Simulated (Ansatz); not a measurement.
A nudged elastic band was laid between two geometries of H3Si + H4Si (9 atoms, charge 0, multiplicity 2).

Level of theory: Ansatz, UKS PBE/def2-SVP.

```
movable images  : 8
climbing image  : no
spring          : 5.0 eV/Å²
optimiser       : quadratic models (default)
start path      : through a guess of the saddle point
force threshold : 0.03 eV/Å
iteration limit : 60
end points      : relaxed
```

Image 0:

```xyz
9
Properties=species:S:1:pos:R:3
Si 0.000 0.000 -0.575
H 0.000 0.000 0.931
H 1.417 0.000 -1.076
H -0.708 1.227 -1.076
H -0.708 -1.227 -1.076
Si 0.000 0.000 4.275
H -0.775 -1.207 4.731
H 1.433 -0.068 4.730
H -0.658 1.275 4.730
```

Image 9:

```xyz
9
Properties=species:S:1:pos:R:3
Si 0.001 0.000 -0.810
H -0.001 0.000 2.534
H 1.435 0.000 -1.266
H -0.717 1.242 -1.264
H -0.717 -1.242 -1.265
Si 0.000 0.000 4.040
H -0.766 -1.192 4.542
H 1.415 -0.067 4.541
H -0.650 1.259 4.542
```

Task: What changes between the two ends?

Result: Bonds broken: Si1–H2. Bonds formed: H2–Si6.  The two ends are copies of one structure, up to a mirror image or an exchange of like atoms.

Task: Give the energies along the band, and the barrier.

Result: It converged. The highest image is number 4 of 0 to 9, 0.102 eV above the ends, which have the same energy within 2 meV. No image climbed, so the highest image needn't sit at the top of the path.

| image | path coordinate (Å) | energy (eV) | Si1–H2 (Å) | H2–Si6 (Å) |
| --- | --- | --- | --- | --- |
| 0 | 0.00 | 0.000 | 1.51 | 3.34 |
| 1 | 0.44 | 0.003 | 1.51 | 3.05 |
| 2 | 0.87 | 0.016 | 1.51 | 2.76 |
| 3 | 1.31 | 0.045 | 1.53 | 2.46 |
| 4 | 1.74 | 0.102 | 1.61 | 2.09 |
| 5 | 2.18 | 0.102 | 2.10 | 1.61 |
| 6 | 2.62 | 0.045 | 2.46 | 1.53 |
| 7 | 3.05 | 0.016 | 2.76 | 1.51 |
| 8 | 3.49 | 0.003 | 3.05 | 1.51 |
| 9 | 3.93 | 0.000 | 3.34 | 1.51 |

Task: What is the geometry of the highest image?

Result: 
```xyz
9
Properties=species:S:1:pos:R:3
Si -0.001 -0.001 -0.078
H 0.011 0.001 1.529
H 1.416 0.007 -0.588
H -0.721 1.226 -0.575
H -0.709 -1.234 -0.575
Si 0.009 0.002 3.622
H -0.781 -1.201 4.067
H 1.430 -0.075 4.114
H -0.652 1.277 4.077
```

The band took 7 iterations and roughly 2.5 core-minutes.

Run time: 76 s on 2 threads of Arm Neoverse V2, on a shared host, peak memory 0.14 GiB.
